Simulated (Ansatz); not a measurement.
A calculation with Ansatz (development build ahead of 0.2.0).

```yaml
crystal:
  periodic: [false, false, false]
  atoms:
    - { symbol: C, position_ang: [0.0, 0.0, -0.54378] }
    - { symbol: F, position_ang: [0.0, 0.94188, 0.18126] }
    - { symbol: F, position_ang: [0.0, -0.94188, 0.18126] }
basis:
  gaussian: { orbitals: cc-pVTZ }
hamiltonian:
  xc: hf
```

The input is written out in the form of the current development build from the run's settings.

Output:

```yaml
Converged: yes
Total_energy: -236.73627 hartree
Spin_squared_of_the_determinant: 0.000
```

Caution: no unrestricted run beside it, a lower state can exist.
